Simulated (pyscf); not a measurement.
This saddle point was located with ωB97X-D3(BJ)/def2-SVP in PySCF.

```xyz
7

F      0.2463     1.0522     0.6915
Ge    -1.1986     0.0284    -0.0879
F     -1.5356    -1.4327    -0.9096
F     -2.1977     1.2987    -0.6179
F     -1.6357    -0.4458     1.4962
F      0.2701     0.3049    -1.3085
H      0.6460     0.8838    -0.3728
```

Surface: singlet, charge 0. Lowest wavenumbers (cm⁻¹): 561i, 25, 209, 219, 264.

Task: What reaction is this the transition state of?

Result: HF + F–Ge(F)(F)–F ⇌ F–Ge(F)(F)–F + HF, a four-centre exchange read from left to right: F–H, F–Ge broken and F–Ge, F–H formed. At ωB97M-D3(BJ)/def2-TZVP it lies +15.4 kcal/mol from the left side and +15.4 kcal/mol from the right (each side as separated species at their lowest minima found). One saddle was located; it need not be the lowest between these sides. Elements up to Kr have no core potential and no relativistic terms here.
